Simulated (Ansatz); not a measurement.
Reaction (SMILES): F[CH]F → C atom + 2 F atom + H atom
B3LYP-D3(BJ)/def2-TZVP geometries, fixed; electronic energies without zero-point terms.
Largest species:
```xyz
4

C      0.0374     0.0032     0.5083
F     -0.0384     1.0965    -0.2444
F     -0.0849    -1.0976    -0.2269
H      0.8851    -0.0093     1.1920
```
Charge 0, spin multiplicity 2.

The atomisation energy at MP2 with Ansatz (an electronic-structure program), in kcal/mol, split into its Hartree-Fock and correlation parts. Cores are frozen. Open shells are unrestricted. No added dispersion term, no relativity. Functions are those of the species that has most.

| basis | X | functions | Hartree-Fock | MP2 |
|---|---|---|---|---|
| aug-cc-pVDZ | 2 | 78 | 218.11 | 317.70 |
| aug-cc-pVTZ | 3 | 161 | 225.28 | 335.32 |
| aug-cc-pVQZ | 4 | 286 | 225.59 | 339.92 |

Worked estimate of the basis-set limit from each neighbouring pair, with Hartree-Fock from the larger set and the correlation part extrapolated as X^-3.
Correlation parts: X = 2: 99.59, X = 3: 110.04, X = 4: 114.33.
- (2,3): (27·(110.04) - 8·(99.59))/19 = 114.44; with Hartree-Fock 225.28 the estimate is 339.72 kcal/mol.
- (3,4): (64·(114.33) - 27·(110.04))/37 = 117.46; with Hartree-Fock 225.59 the estimate is 343.05 kcal/mol.
The last two estimates differ by 3.33 kcal/mol; the largest set lies 3.13 from the last. Over the last step Hartree-Fock moves by 0.31 and the correlation part by 4.29.
